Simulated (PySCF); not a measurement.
Compound: C4H5O2 (charge -1).
Numbering: `[CH2:1]=[C:2]([CH3:3])[C:4](=[O:5])[O-:6]`

Structure used (GFN2-xTB), in Å, numbered top down from 1:
```
atom  x, y, z in Å
C1    -0.751   -1.276    0.147
C2    -0.152   -0.106   -0.001
C3     1.328    0.045   -0.170
C4    -0.972    1.224    0.061
O5    -0.349    2.205    0.500
O6    -2.150    1.153   -0.316
H7    -0.216   -2.222    0.150
H8    -1.822   -1.328    0.262
H9     1.876   -0.836    0.171
H10    1.647    0.924    0.390
H11    1.565    0.219   -1.221
```

A calculation gives these core lines: C 1s: 285.26 (area 1), 285.60 (area 1), 286.37 (area 1), 287.77 (area 1) eV; O 1s: 530.60 (area 1), 530.65 (area 1) eV.

Method used: delta-SCF UKS SCAN, pcX-2 on the ionised atom, pcseg-1 elsewhere, spin-free X2C (PySCF). The structure is a single GFN2-xTB conformer in the gas phase; no vibrational or solvent corrections.

**Question.** Which carbon gives which C 1s line?

**Answer.** 285.26 eV: C1 (terminal =CH2 carbon); 285.60 eV: C2 (fully substituted alkene carbon); 286.37 eV: C3 (allylic carbon); 287.77 eV: C4 (carboxylate carbon). The listed C 1s values span 2.51 eV, from C1 (bonded to C (double bond) and 2 H) to C4 (bonded to O (double bond), O and C). The widest gap between neighbouring values is 1.40 eV, between 286.37 and 287.77 eV. Summing the Pauling electronegativity differences to the bonded atoms, each weighted by its formal bond order, gives -0.70 for the lowest site and +2.67 for the highest; no listed site has a larger sum than the highest. The smallest sum, -1.05, belongs to C3, 1.11 eV above the lowest.

Bonded neighbours of each site: C1: C (double bond) and 2 H; C2: C (double bond) and 2 C; C3: C and 3 H; C4: O (double bond), O and C; O5: C (double bond); O6: C.

**Question.** Which effective nuclear charge Zeff reproduces each element's mean 1s value in the hydrogen-like formula E = 13.606 eV × Zeff²?

**Answer.** C (Z = 6): mean 286.3 eV, Zeff = 4.59, Z − Zeff = 1.41; O (Z = 8): mean 530.6 eV, Zeff = 6.25, Z − Zeff = 1.75. Means run over the listed sites, weighted by atom count.

The unrestricted hole states depart most from a pure doublet (⟨S²⟩ = 0.75; over 0.85 named) for C 1s of C2 (0.87), which makes this value less certain. The species carries charge -1, so core ionisation leaves a neutral species. The basis sets have no added diffuse functions.
